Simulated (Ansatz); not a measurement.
# CHSi (doublet): RPA-PBE over a scan of the distance Si1–C2, 6-31G

How well do these functionals follow the top wave-function level for CHSi (doublet) over a scan of the distance Si1–C2?

Computed with Ansatz 0.2.0, Gaussian basis. Level: 6-31G, all electrons in the functionals, frozen cores in the correlation of double hybrids and RPA.

To be run: RPA-PBE, at 1.356 Å; 1.536 Å; 1.683 Å; 1.888 Å; 2.046 Å; 2.320 Å; 2.663 Å; 3.058 Å; 3.680 Å; 4.548 Å; 5.842 Å.

**1. The geometry**

The geometry derives from a PBE0/def2-TZVP stationary point (not a proven minimum). One bond is set to the value named and the two fragments are kept rigid.

3 atoms, charge 0, spin multiplicity 2.

Atoms are counted from 1 here; the program's logs count them from 0.

Bond lengths: Si1–C2 1.682 Å, C2–H3 1.079 Å. Angles: Si1–C2–H3 180.0°.

No dispersion term is added.

The geometry shown and the zero of energy belong to the point 1.683 Å. The yardstick, FCI, and other wave-function levels (R restricted, U unrestricted, valence and pair active spaces) come from earlier runs.

**2. RPA-PBE, 1.356 Å**

in.yaml reads:

```yaml
crystal:
  periodic: [false, false, false]
  atoms:
    - {symbol: Si, position_ang: [0.000000, 0.000000, 1.263808]}
    - {symbol: C, position_ang: [0.000000, 0.000000, -0.092192]}
    - {symbol: H, position_ang: [0.000000, 0.000000, -1.171615]}
basis:
  gaussian: {orbitals: 6-31G}
magnetization: {spin_polarized: true, initial_magnetization: 1}
hamiltonian: {xc: {name: PBE}}
correlation: {method: rpa, electrons: outside_noble_gas}
```

Run with:

```sh
ansatz run in.yaml --threads 1 --pin off --events-out ev --progress --plain --max-ram 2393MiB
```

Further steps of the session: RPA-PBE, 1.536 Å; RPA-PBE, 1.683 Å; RPA-PBE, 1.888 Å; RPA-PBE, 2.046 Å; RPA-PBE, 2.320 Å; RPA-PBE, 2.663 Å; RPA-PBE, 3.058 Å; RPA-PBE, 3.680 Å; RPA-PBE, 4.548 Å; RPA-PBE, 5.842 Å.

**Question.** What will the summary of the whole plan be? Wanted: span of the FCI curve; largest miss, RPA-PBE.

As calculated:

| quantity | value |
| --- | --- |
| span of the FCI curve | 455.8 kJ/mol |
| largest miss, RPA-PBE | -46.6 kJ/mol (5.842 Å) |

In words: RPA-PBE strays by up to 46.6 kJ/mol, at 5.842 Å. RPA-PBE breaks the spin symmetry at some points (⟨S²⟩ up to 1.17 above the pure value), so energy there is bought with a mixed spin. Functionals and the yardstick converge differently with the basis, so part of each miss in 6-31G is the basis.
